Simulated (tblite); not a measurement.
# H9N2O: the cost of one run

Programs: tblite 0.8.0 and PySCF 2.14.0. All values are calculated, for the isolated system unless a continuum is named. Atoms count from 0, parts from 1.

## Step 1: The system as given

12 atoms, charge 1, multiplicity 1; geometry: parts in contact. Parts: 1 = atoms 0–3, `[OH3+]`, charge 1; 2 = atoms 4–7, `N`, charge 0; 3 = atoms 8–11, `N`, charge 0. In the given geometry H3 has moved to N4 of another part (1.06 Å), so values for the parts refer to these atom groups.

## Step 2: Search for minima with GFN2-xTB

The job: settings as JSON, then the geometry in Å.

```
{"job": {"kind": "dock", "xc": "GFN2-xTB", "basis": "xTB"}, "charge": 1, "multiplicity": 1, "parts": [{"atoms": "0-3", "charge": 1, "multiplicity": 1}, {"atoms": "4-7", "charge": 0, "multiplicity": 1}, {"atoms": "8-11", "charge": 0, "multiplicity": 1}]}
O      0.209223    -0.086309    -0.120941
H     -0.075619     0.799075    -0.361551
H     -0.417733    -0.687603    -0.529356
H      1.398142    -0.580594     0.953337
N      2.416293    -0.639135     1.242441
H      2.489290    -0.567951     2.258653
H      2.772771    -1.554318     0.956564
H      2.925935     0.119508     0.780306
N      0.386740    -2.358183     2.137821
H     -0.099471    -2.896034     1.426232
H      0.871780    -3.042130     2.716189
H     -0.346148    -1.969549     2.725687
```

Method: GFN2-xTB search for minima from random contacts, gas phase.

On the command line:

```
> OMP_NUM_THREADS=1 python cluster_run.py task.json out
```

The driver reads the jobs from task.json and runs them one after another.

**Question.** How long does this first job take on 1 thread of Arm Neoverse V1, shared host?

About 5.5 s.
